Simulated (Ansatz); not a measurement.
The input, for Ansatz 0.2.0:

```yaml
crystal:
  periodic: [false, false, false]
  atoms:
    - {symbol: P, position_ang: [0.044451, 0.000000, 0.015357]}
    - {symbol: H, position_ang: [0.201229, 0.000000, -2.032651]}
    - {symbol: H, position_ang: [-0.863806, 1.078238, 0.015357]}
    - {symbol: H, position_ang: [-0.863806, -1.078238, 0.015357]}
    - {symbol: H, position_ang: [0.160401, 0.000000, 1.530025]}
basis:
  gaussian: {orbitals: 6-31G}
magnetization: {spin_polarized: true, initial_magnetization: 1}
hamiltonian: {xc: {name: PBE-QIDH}}
correlation: {electrons: outside_noble_gas}
```

```sh
$ ansatz run in.yaml --threads 1 --pin off --events-out ev --progress --plain --max-ram 2393MiB
```

The program prints:

```
268 factors; integrals over basis functions are off by at most 2.6e-4 eV
mean field evaluation 1: about -9340.4854 eV, gradient 5.4e0 eV
mean field evaluation 2: about -9340.4866 eV, gradient 5.4e0 eV
mean field evaluation 4: about -9340.9981 eV, gradient 9.9e-1 eV
mean field evaluation 8: about -9341.0309 eV, gradient 4.7e-2 eV
mean field evaluation 16: about -9341.0310 eV, gradient 4.5e-5 eV
mean field -9341.03095439 eV, -343.2765559955 hartree, gradient 9.1e-6 eV, S^2 0.771218; 0 other end points of the search recorded, 0 dependent functions left out
5 core orbitals not correlated: weight in the atoms' cores, before any rotation towards them, 1.000 or more for the frozen orbitals, at most 0.000 for the correlated occupied ones
reference -9341.03096236 eV, -343.2765562885 hartree; 5, 4 occupied and 11, 12 virtual orbitals, 268 factors
second order -2.10344643 eV of doubles, -0.00000000 eV of singles
Total energy: -9341.73211117 eV, -343.3023230321 hartree
```

Ran on 1 thread of Intel Xeon Platinum 8259CL, shared host: 0.78 s wall, 0.1 GiB peak host memory.
